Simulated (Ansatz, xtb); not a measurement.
# Two isomers of C4H6FN

We compare a, `CC(C)(F)C#N`, a singlet, with b, `C[C@@H](F)CC#N`, a singlet. Both are isolated molecules in the gas phase, relaxed with r2SCAN-D4/def2-SVP; each stands in its lowest conformer found.

Energies in hartree; the thermal terms are from GFN2-xTB frequencies at re-optimised GFN2-xTB minima (ideal gas, soft modes damped towards free rotors, one conformer each, 298.15 K, 1 atm) and include the zero-point energy:

```
                              a           b
E, CCSD(T)/def2-SVP  −309.566094  −309.567535
    E, MP2/def2-SVP  −309.492894  −309.494284
  E, MP2/def2-TZVPP  −310.069401  −310.071770
  zero-point energy     0.092040     0.092720
       H(298 K) − E     0.099994     0.100360
       G(298 K) − E     0.061647     0.062117
```

Q: Correct the CCSD(T) difference for the basis set by the MP2 change, then work out ΔE, ΔE₀, ΔH and ΔG for a → b in kcal/mol (1 Eh = 627.51 kcal/mol) and the equilibrium ratio [b]/[a].

A: 1. Differences b − a: CCSD(T) −0.001441, MP2 in the small set −0.001390, MP2 in the large set −0.002369 Eh.
2. ΔE = −0.001441 + (−0.002369 − (−0.001390)) = −0.002420 Eh = −1.52 kcal/mol.
3. ΔE₀ = ΔE + ΔZPE = −0.002420 + (+0.000680) Eh = −1.09 kcal/mol.
4. ΔH = ΔE + (+0.000366) Eh = −1.29 kcal/mol.
5. ΔG = ΔE + (+0.000470) Eh = −1.22 kcal/mol, so ΔS = (ΔH − ΔG)/T = −0.9 J/(mol K).
6. kT = 0.9442 mEh, so K = [b]/[a] = exp(−ΔG/kT) = exp(+2.07) ≈ 7.9.

The sums favour b, but ΔE leans on the basis-set step (CCSD(T) alone has the other sign or is under 1 kcal/mol), so the order isn't settled. An error of 1 kcal/mol in ΔG would change K by a factor of 5.4. Mirror images and further conformers aren't counted.

As drawn, both hold the same kinds of bond in the same numbers. Structure a has 2 methyl groups, b 1.

Other levels gave ΔE = −3.4 (GFN2-xTB); 0.0 (HF/STO-3G, GFN2-xTB geometries); −1.8 (r2SCAN-D4/def2-SVP//GFN2-xTB); −1.9 (r2SCAN-D4/def2-SVP); −3.1 (HF/def2-SVP); −0.9 (MP2/def2-SVP); −0.9 (CCSD(T)/def2-SVP) kcal/mol. The correlated steps freeze 6 core orbitals. Programs: Ansatz 0.2.0, xtb 6.7.1.
